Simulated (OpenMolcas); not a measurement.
**HNO (nitroxyl), step by step**

Aim: a single-point energy (UHF/STO-3G), then the energy (CASSCF(4,4)/STO-3G), then a single-point energy (CASPT2(4,4)/STO-3G), then the energy (SC-NEVPT2(4,4)/STO-3G), then the energy (MRCI(4,4)/STO-3G) of HNO (nitroxyl). 

Program for the calculation: OpenMolcas 26.06.

3 further runs of the same task are left out: 2 that didn't finish, 1 set aside as unsound or not needed.

## Step 1: Starting point

The species is HNO (3 atoms), meant as a singlet with charge 0. As SMILES, `N=O`. The N1–O2 distance was set to 1.802 Å, away from the relaxed value.

Bond lengths: N1–H3 1.062 Å. A long bond or contact: N1–O2 1.802 Å.

## Step 2: The energy at UHF/STO-3G (run 1)

The input, step1.input:

```
&GATEWAY
 BasLib = $CurrDir
 Coord
 3
 angstrom
 N       -0.798170       0.236818      -0.405228
 O        0.768580       0.418030       0.466150
 H       -1.014870      -0.775642      -0.641828
 Basis = STO-3G
 Group = NoSym

&SEWARD

&SCF
 UHF
 Scramble = 0.25
 PrOrbitals = 1 1
```

The basis set STO-3G is read from a file made from the Basis Set Exchange's data (not shown).

On the command line:

```sh
$ export MOLCAS_MEM=1860
$ pymolcas step1.input > step1.log
```

Standard output:

```text
--- Start Module: gateway ---
[...]
--- Stop Module: gateway /rc=_RC_ALL_IS_WELL_ ---
--- Start Module: seward ---
[...]
      Basis functions           11
--- Stop Module: seward /rc=_RC_ALL_IS_WELL_ ---
--- Start Module: scf ---
[...]
       Convergence after  41 Iterations
[...]
::    Total SCF energy                               -128.0602819559
[...]
      Total spin, S                                     0.9009446180
[...]
      Total electronic charge=   16.000000
      Total            charge=   -0.000000
[...]
      Dipole Moment (debye):
      Origin of the operator (angstrom)=    0.0030    0.2974    0.0366
                   X= -1.4420E-01               Y= -1.3676E+00               Z= -2.3919E-01           Total=  1.3958E+00
      Quadrupole Moment (debye*angstrom):
[...]
--- Stop Module: scf /rc=_RC_ALL_IS_WELL_ ---
[...]
```

Run time: 2.3 s. Hardware: 1 thread of Arm Neoverse V1, shared host; peak memory 0.37 GiB.

## Step 3: The energy at CASSCF(4,4)/STO-3G (run 2)

The input, step2.inp:

```
* HNO CASSCF

&GATEWAY
 BasLib = $CurrDir
 Coord
 3
 angstrom
 N       -0.798170       0.236818      -0.405228
 O        0.768580       0.418030       0.466150
 H       -1.014870      -0.775642      -0.641828
 Basis = STO-3G
 Group = NoSym

&SEWARD

&RASSCF
 FileOrb = $CurrDir/step1.UnaOrb
 Spin = 1
 Nactel = 4 0 0
 Inactive = 6
 Ras2 = 4
 OrbListing = Nothing
```

The basis set STO-3G is read from a file made from the Basis Set Exchange's data (not shown).

On the command line:

```sh
$ export MOLCAS_MEM=1860
$ pymolcas step2.inp > step2.log
```

Standard output:

```text
--- Start Module: gateway ---
[...]
--- Stop Module: gateway /rc=_RC_ALL_IS_WELL_ ---
--- Start Module: seward ---
[...]
      Basis functions           11
--- Stop Module: seward /rc=_RC_ALL_IS_WELL_ ---
--- Start Module: rasscf ---
[...]
      Number of active orbitals                  4
[...]
      Spin quantum number                      0.0
[...]
      Active orbitals                            4
[...]
      Number of CSFs                            20
[...]
      Number of root(s) required                 1
[...]
      Convergence after 22 iterations
[...]
      printout of CI-coefficients larger than  0.05 for root  1
      energy=    -128.096278
      conf/sym  1111     Coeff  Weight
             1  2200  -0.76586 0.58655
             6  2020   0.49305 0.24309
            10  udud   0.25345 0.06423
            14  0202   0.23853 0.05690
            20  0022  -0.21500 0.04623
      Natural orbitals and occupation numbers for root  1
      sym 1:   1.726459   1.354151   0.645937   0.273453
      ************************************************************************************************************************
      *                                                    Final results                                                     *
[...]
::    RASSCF root number  1 Total energy:   -128.09627779
[...]
      Total electronic charge=   16.000000
      Total            charge=   -0.000000
[...]
      Dipole Moment (debye):
      Origin of the operator (angstrom)=    0.0030    0.2974    0.0366
                   X= -8.9906E-02               Y= -1.4124E+00               Z= -2.1480E-01           Total=  1.4315E+00
      Quadrupole Moment (debye*angstrom):
[...]
--- Stop Module: rasscf /rc=_RC_ALL_IS_WELL_ ---
[...]
```

Wall time 1.9 s (1 thread of Arm Neoverse V1, shared host); peak memory 0.37 GiB.

## Step 4: The energy at CASPT2(4,4)/STO-3G (run 3)

The input, step3.inp:

```
* HNO CASPT2
>>> EXPORT MOLCAS_PRINT=2
&GATEWAY
BasLib
$CurrDir
Coord
3
angstrom
N       -0.798170       0.236818      -0.405228
O        0.768580       0.418030       0.466150
H       -1.014870      -0.775642      -0.641828
Basis
STO-3G
Group
NoSym
&SEWARD
&RASSCF
FileOrb
$CurrDir/step2.RasOrb
Spin
1
Nactel
4 0 0
Inactive
6
Ras2
4
OrbListing
Nothing
&CASPT2
Imaginary
0.1
Frozen
2
```

The basis set STO-3G is read from a file made from the Basis Set Exchange's data (not shown).

On the command line:

```sh
$ export MOLCAS_MEM=1860
$ pymolcas step3.inp > step3.log
```

Standard output:

```text
--- Start Module: gateway ---

                                              &GATEWAY

                       available to each process: 1.9 GB of memory, 1 thread

 Basis Set     1 Label: N.STO-3G
 Basis set is read from library:.
 basistype.tbl is not found

 Basis Set     2 Label: O.STO-3G
 Basis set is read from library:.
 basistype.tbl is not found

 Basis Set     3 Label: H.STO-3G
 Basis set is read from library:.
 basistype.tbl is not found

++    Symmetry information:
      ---------------------

[... 212 lines left out ...]
      Note: transformation to natural orbitals
[... 11 lines left out ...]
      Natural orbitals and occupation numbers for root  1
[... 20 lines left out ...]
      Final state energy(ies):
[... 45 lines left out ...]
      Natural orbitals for root   1 are written to the RASORB.1 file
[... 71 lines left out ...]
 Compute H0 matrices for state    1
[... 4 lines left out ...]
********************************************************************************
  CASPT2 EQUATION SOLUTION
--------------------------------------------------------------------------------
 Invalid disk address                    -8
 I/O error in DaFile_checkarg
 Unit =                    45

--- Stop Module: caspt2 /rc=-6 ---

.########################.
.# Non-zero return code #.
.########################.

    Timing: Wall=1.39 User=1.03 System=0.35
```

It took 1.6 s on 1 thread of Arm Neoverse V1, shared host; peak memory 0.37 GiB.

The run ended with an error.

## Step 5: The energy at SC-NEVPT2(4,4)/STO-3G (run 4)

The input, step4.input:

```
&GATEWAY
  BasLib=$CurrDir
  Coord
  3
  angstrom
  N       -0.798170       0.236818      -0.405228
  O        0.768580       0.418030       0.466150
  H       -1.014870      -0.775642      -0.641828
  Basis=STO-3G
  Group=NoSym

&SEWARD

&RASSCF
  FileOrb=$CurrDir/step2.RasOrb
  Spin=1
  Nactel=4 0 0
  Inactive=6
  Ras2=4
  OrbListing=Nothing

&CASPT2
  SC-NEVPT2
  Frozen=2
```

The basis set STO-3G is read from a file made from the Basis Set Exchange's data (not shown).

On the command line:

```sh
$ export MOLCAS_MEM=1860
$ pymolcas step4.input > step4.log
```

Standard output:

```text
--- Start Module: gateway ---
[...]
--- Stop Module: gateway /rc=_RC_ALL_IS_WELL_ ---
[...]
      Basis functions           11
[...]
--- Start Module: rasscf ---
[...]
      Number of active orbitals                  4
[...]
      Spin quantum number                      0.0
[...]
      Active orbitals                            4
[...]
      Number of CSFs                            20
[...]
      Number of root(s) required                 1
[...]
      Convergence after  4 iterations
[...]
      printout of CI-coefficients larger than  0.05 for root  1
      energy=    -128.096278
      conf/sym  1111     Coeff  Weight
             1  2200  -0.76586 0.58655
             6  2020   0.49305 0.24309
            10  udud   0.25345 0.06423
            14  0202   0.23853 0.05690
            20  0022  -0.21500 0.04623
      Natural orbitals and occupation numbers for root  1
      sym 1:   1.726459   1.354151   0.645937   0.273453
      ************************************************************************************************************************
      *                                                    Final results                                                     *
[...]
::    RASSCF root number  1 Total energy:   -128.09627779
[...]
      Total electronic charge=   16.000000
      Total            charge=   -0.000000
[...]
      Dipole Moment (debye):
      Origin of the operator (angstrom)=    0.0030    0.2974    0.0366
                   X= -8.9925E-02               Y= -1.4124E+00               Z= -2.1483E-01           Total=  1.4315E+00
      Quadrupole Moment (debye*angstrom):
[...]
      E2 (Variational):          -0.0219084433
[...]
      E2 (Variational):          -0.0217877153
      Total energy:            -128.1180655030
[...]
      Reference weight:           0.99040
[...]
::    SC-NEVPT2 Root  1     Total energy:   -128.11806550
[...]
```

Run time: 1.6 s. Hardware: 1 thread of Arm Neoverse V1, shared host; peak memory 0.37 GiB.

## Step 6: The energy at MRCI(4,4)/STO-3G (run 5)

The input, step5.input:

```
* HNO MRCI

&GATEWAY
  BasLib
  $CurrDir
  Coord
  3
  angstrom
  N       -0.798170       0.236818      -0.405228
  O        0.768580       0.418030       0.466150
  H       -1.014870      -0.775642      -0.641828
  Basis
  STO-3G
  Group
  NoSym

&SEWARD

&RASSCF
  FileOrb
  $CurrDir/step2.RasOrb
  Spin
  1
  Nactel
  4 0 0
  Inactive
  6
  Ras2
  4
  OrbListing
  Nothing

&MOTRA
  LumOrb
  Frozen
  2

&GUGA
  Electrons
  12
  Spin
  1
  Inactive
  4
  Active
  4
  CIAll
  1

&MRCI
  SDCI
```

The basis set STO-3G is read from a file made from the Basis Set Exchange's data (not shown).

On the command line:

```sh
$ export MOLCAS_MEM=1860
$ pymolcas step5.input > step5.log
```

Standard output:

```text
[...]
      Basis functions           11
[...]
      Number of active orbitals                  4
[...]
      Spin quantum number                      0.0
[...]
      Active orbitals                            4
[...]
      Number of CSFs                            20
[...]
      Number of root(s) required                 1
[...]
      Convergence after  4 iterations
[...]
      printout of CI-coefficients larger than  0.05 for root  1
      energy=    -128.096278
      conf/sym  1111     Coeff  Weight
             1  2200  -0.76586 0.58655
             6  2020   0.49305 0.24309
            10  udud   0.25345 0.06423
            14  0202   0.23853 0.05690
            20  0022  -0.21500 0.04623
      Natural orbitals and occupation numbers for root  1
      sym 1:   1.726459   1.354151   0.645937   0.273453
      ************************************************************************************************************************
      *                                                    Final results                                                     *
[...]
::    RASSCF root number  1 Total energy:   -128.09627779
[...]
      Dipole Moment (debye):
      Origin of the operator (angstrom)=    0.0030    0.2974    0.0366
                   X= -8.9925E-02               Y= -1.4124E+00               Z= -2.1483E-01           Total=  1.4315E+00
      Quadrupole Moment (debye*angstrom):
[...]
       (But an ACPF correction will be computed)
       USE THE DEFAULT ACPF G-VALUE GFAC=  0.16666666666666666
[...]
                      CI ENERGY:  -128.12920241
[...]
                ACPF CORRECTION:    -0.00064114
[...]
      Total electronic charge=   16.000000
      Total            charge=   -0.000000
[...]
     ACPF CORRECTION:     -0.00064114
[...]
  CI State   1     Total energy:   -128.12920241     QDav:     -0.00077238     QACPF:     -0.00064114
[...]
```

It took 2.1 s on 1 thread of Arm Neoverse V1, shared host; peak memory 0.37 GiB.

## Step 7: Summary of results

| quantity | value |
| --- | --- |
| run 1, UHF/STO-3G: total energy | -128.06028 Eh |
| run 1, UHF/STO-3G: dipole moment | 1.40 D |
| run 1, UHF/STO-3G: HOMO energy | -9.70 eV |
| run 1, UHF/STO-3G: LUMO energy | 8.87 eV |
| run 1, UHF/STO-3G: HOMO–LUMO gap | 18.58 eV |
| run 1, UHF/STO-3G: ⟨S²⟩ | 1.713 |
| run 2, CASSCF(4,4)/STO-3G: total energy | -128.09628 Eh |
| run 2, CASSCF(4,4)/STO-3G: dipole moment (CASSCF density) | 1.43 D |
| run 4, SC-NEVPT2(4,4)/STO-3G: total energy | -128.11807 Eh |
| run 4, SC-NEVPT2(4,4)/STO-3G: dipole moment (CASSCF density) | 1.43 D |
| run 5, MRCI(4,4)/STO-3G: total energy | -128.12920 Eh |
| run 5, MRCI(4,4)/STO-3G: dipole moment (CASSCF density) | 1.43 D |
| run 3, CASPT2(4,4)/STO-3G | no result (crashed) |

⟨S²⟩ (run 1, UHF/STO-3G) is 1.71 where a pure singlet has 0.00: the reference is spin-contaminated. Mulliken charges (run 2, CASSCF(4,4)/STO-3G) run from -0.12 on N1 to +0.12 on H3. Mulliken charges (run 5, MRCI(4,4)/STO-3G) of the CASSCF density run from -0.12 on N1 to +0.12 on H3. 1 of the 5 runs did not end normally.
